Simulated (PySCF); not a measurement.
# Frontier orbitals and the lowest excitations

Compound: BODIPY, C9H7BF2N2.
Z-matrix (Å and degrees, PBE0-D3(BJ)/def2-SVP geometry), rows numbered from 1:
```
F 
B   1  1.3756
F   2  1.3764  1  111.64
N   2  1.5682  1  110.02  3  -122.15
C   4  1.3330  2  126.09  1    59.28
C   5  1.4119  4  110.33  2   178.63
C   6  1.3867  5  106.55  4    -0.10
C   4  1.3847  2  125.86  1  -122.31
C   8  1.3906  4  120.60  2     2.16
C   9  1.3906  8  121.57  4     0.31
C  10  1.4186  9  131.08  8   178.88
C  11  1.3868 10  106.79  9  -179.19
C  12  1.4119 11  106.56 10    -0.11
N  13  1.3331 12  110.36 11     0.08
H   5  1.0896  4  120.64  2    -1.34
H   6  1.0879  5  125.81  4   179.88
H   7  1.0889  6  127.83  5   179.94
H   9  1.0919  8  119.22  4   179.85
H  11  1.0888 10  125.35  9     0.54
H  12  1.0882 11  127.62 10   179.83
H  13  1.0896 12  129.00 11  -179.97
```

Method used: PySCF, TDDFT CAM-B3LYP/def2-SVPD, vertical, gas phase, core orbitals frozen in the response.

Frontier orbitals with the atoms that hold most of them (Löwdin shares over 4%, at most four atoms; ? is withheld):

```csv
orbital,ε (eV),atoms
HOMO-3,-10.30,"C9 24%, C10 12%, C8 12%, C13 10%"
HOMO-2,-9.24,"C11 14%, C7 14%, C12 13%, C6 13%"
HOMO-1,-9.03,?
HOMO,-7.54,?
LUMO,-2.26,"C9 23%, C13 10%, C5 10%, C11 9%"
LUMO+1,1.14,"C9 18%, H18 15%, C11 11%, C7 10%"
LUMO+2,1.59,"N14 13%, N4 13%, C5 10%, C13 10%"
```

Give the leading atoms of the HOMO-1.

N4 (bonded to B and 2 C) 14%; N14 (bonded to B and 2 C) 14%; C7 (bonded to 2 C and H) 14%; C11 (bonded to 2 C and H) 14%. By element: nitrogen 29%, carbon 28% or more.

Which atoms hold the HOMO, and with what shares?

C8 (bonded to 2 C and N) 16%; C10 (bonded to 2 C and N) 16%; C5 (bonded to C, N and H) 12%; C13 (bonded to C, N and H) 12%.

How does S1 compare with the orbital gap of 5.29 eV?

S1 is at 3.11 eV (f = 0.508), 2.18 eV below the gap, made of HOMO→LUMO (94%). Without the coupling terms of the response equations the lowest excitation would equal the gap.

One configuration dominates each of S1, S2, S3 and S6. Which, and how do the shares of the two leading atoms of either orbital change from the occupied to the empty one?

- S1 (3.11 eV, f 0.508), HOMO→LUMO (94%): C8 16% → at most 10%, C10 16% → at most 10%, C9 at most 13% → 23%, C13 12% → 10%
- S2 (4.02 eV, f 0.113), HOMO-1→LUMO (95%): N4 14% → at most 10%, N14 14% → at most 10%, C9 at most 15% → 23%, C13 at most 15% → 10%
- S3 (4.24 eV, f 0.039), HOMO-2→LUMO (98%): C11 14% → 9%, C7 14% → at most 10%, C9 at most 13% → 23%, C13 at most 13% → 10%
- S6 (6.20 eV, f 0.0000), HOMO→LUMO+1 (94%): C8 16% → at most 11%, C10 16% → at most 11%, C9 at most 13% → 18%, H18 at most 13% → 15%

Löwdin shares depend on the basis, the more so with diffuse functions.
